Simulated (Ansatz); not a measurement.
How far a parabola holds: energy against volume of zinc-blende MgTe (metastable phase)

Zinc-blende MgTe (metastable phase), treated with LDA (PAW; Ansatz, an electronic-structure program). Run with plane-wave cutoff 520 eV, 10×10×10 k mesh, Fermi–Dirac smearing 0.01 eV, scalar-relativistic PAW data made under PBE. The cell has no free parameter but its volume, all volumes share cutoff and mesh, and the runs aren't spin-polarised. Energies are free energies at the run's smearing, counted from the lowest row; static lattice.

| V (Å³/atom) | E (meV/atom) |
|---|---|
| 30.993 | 6.72 |
| 31.639 | 1.63 |
| 32.284 | 0.00 |
| 32.930 | 1.50 |
| 33.576 | 5.82 |
| 34.221 | ? |

Using a parabola, estimate the missing E at V = 34.221 from the other rows, showing the fit.

With u = V - 32.3, the rows have u = -1.3070, -0.6610, -0.0160, 0.6300, 1.2760. Least squares gives E = -0.005 - 0.1824·u + 3.7595·u². Residuals (row less fit): 0.064, -0.128, 0.001, 0.128, -0.063; standard error 0.143 (degrees of freedom: 2). The fitted curve has its minimum at V = 32.3, where E = -0.01. Its curvature is d²E/dV² = 2 × 3.7595 meV/Å⁶, so B = V0·d²E/dV² × 0.1602 = 38.9 GPa. At the withheld row, u = 1.9210, so E = -0.005 - 0.1824 × 1.9210 + 3.7595 × 1.9210² = 13.518 meV/atom. The calculation gives 12.68 meV/atom, 0.838 meV/atom below the prediction (6.6 % of the range of E in the table). The row lies outside the fitted rows, so this is an extrapolation. From the scatter of the fitted rows alone, a prediction at this place has a standard error of 0.338 meV/atom, so the miss is 2.5 times that.

The residuals are curvature that a parabola lacks, not noise. A solid that stiffens under compression and softens on expansion lies above the parabola at the compressed end and under it at the expanded end, as this row does. A third-order Birch-Murnaghan fit to the whole scan has B0 = 38.7 GPa. Only scans are tabulated whose curvature falls smoothly with volume, and where the parabola meets the shown rows within 5 % of their range and misses the end by 0.1 meV or more.

Spin–orbit coupling is not included.
